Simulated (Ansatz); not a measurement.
**SiNH5 (singlet): wave-function methods side by side at distance Si1–N2 = 1.896 Å, cc-pVTZ**

Aim: climb from Hartree-Fock through coupled cluster for SiNH5 (singlet) at one geometry and basis, and see what each rung misses.

Program: Ansatz 0.2.0, Gaussian basis. Level of theory: cc-pVTZ, core rule «outside noble gas», up to 6 orbitals frozen. These are calculated values, not measurements.

The runs, in order: UHF; CCSD(T) on RHF; BCCD(T) on RHF; CCSDT(Q) on RHF.

## Step 1: The geometry

The geometry derives from a PBE0/def2-TZVP stationary point (not a proven minimum). One bond is set to the value named and the two fragments are kept rigid.

7 atoms, charge 0, spin multiplicity 1.

Atoms are counted from 1 here; the program's logs count them from 0.

Bond lengths: Si1–N2 1.896 Å, Si1–H3 1.486 Å, Si1–H4 1.486 Å, Si1–H5 1.494 Å, N2–H6 1.007 Å, N2–H7 1.007 Å. Angles: N2–Si1–H3 107.9°, N2–Si1–H4 107.9°, N2–Si1–H5 116.0°, H3–Si1–H4 110.5°, H3–Si1–H5 107.3°, H4–Si1–H5 107.3°, Si1–N2–H6 119.6°, Si1–N2–H7 119.6°, H6–N2–H7 110.6°.

## Step 2: UHF

in.yaml

```yaml
crystal:
  periodic: [false, false, false]
  atoms:
    - {symbol: Si, position_ang: [-0.013610, 0.000000, 0.632271]}
    - {symbol: N, position_ang: [0.058242, 0.000000, -1.262367]}
    - {symbol: H, position_ang: [0.682010, -1.220684, 1.115491]}
    - {symbol: H, position_ang: [0.682008, 1.220686, 1.115491]}
    - {symbol: H, position_ang: [-1.380792, -0.000001, 1.234912]}
    - {symbol: H, position_ang: [-0.206678, -0.828320, -1.770670]}
    - {symbol: H, position_ang: [-0.206679, 0.828319, -1.770670]}
basis:
  gaussian: {orbitals: cc-pVTZ}
magnetization: {spin_polarized: true, initial_magnetization: 0}
hamiltonian: {xc: hf}
output: {orbitals: {seedname: orbitals}}
```

Started as:

```bash
ansatz run in.yaml --threads 1 --pin off --events-out ev --progress --plain --max-ram 2816MiB --backend cpu
```

Further steps of the session: CCSD(T) on RHF; BCCD(T) on RHF; CCSDT(Q) on RHF.

Before running them: what should the planned runs give, taken together? Wanted: RCCSDT(Q) from the RHF energy; RMP2 from RCCSDT(Q); RCCSD from RCCSDT(Q); RCCSD(T) from RCCSDT(Q); T1 diagnostic.

The runs gave:

| quantity | value |
| --- | --- |
| RCCSDT(Q) from the RHF energy | -10.8600 eV |
| RMP2 from RCCSDT(Q) | +1220.6 meV |
| RCCSD from RCCSDT(Q) | +382.4 meV |
| RCCSD(T) from RCCSDT(Q) | +35.1 meV |
| levels within 1 kcal/mol (43 meV) | RCCSD(T), BCCD(T), RCCSDT |
| T1 diagnostic | 0.010 |

**Reading.** RCCSD(T) misses by +35.1 meV, 0.3 % of the correlation energy. These misses are within one basis, not against nature.
